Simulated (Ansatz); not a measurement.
**1T (CdI2-type) PtS₂: elastic constant C11 by level of theory**

No measured value is used here.

| level (code) | value (GPa) | cell (Å³/atom) |
|---|---|---|
| LDA (Ansatz) | 253 | 16.60 |
| PBE (Ansatz) | 135 | 23.91 |
| PBEsol (Ansatz) | 223 | 17.56 |
| PBE-D4 (Ansatz) | 229 | 17.38 |
| r²SCAN (Ansatz) | 180 | 20.41 |
| r²SCAN+rVV10 (Ansatz) | 212 | 18.67 |

Density-functional levels without +SOC have no spin–orbit coupling. LDA: the solid has no gap at this level, which affects its response. LDA: LDA has no dispersion term either, though it tends to give short spacings of layers, chains or molecules. PBE, PBEsol, r²SCAN: the cell comes from a level without a dispersion term, which matters for the spacing of layers, chains or molecules. PBE-D4: the dispersion coefficients are held fixed in the derivatives. Each level is taken at its own relaxed cell. Cutoffs and k meshes differ between the levels. Ansatz's density-functional and Hartree–Fock values are scalar-relativistic unless marked +SOC, with PAW data made under PBE.

Ansatz is a quantum-chemistry and plane-wave program.
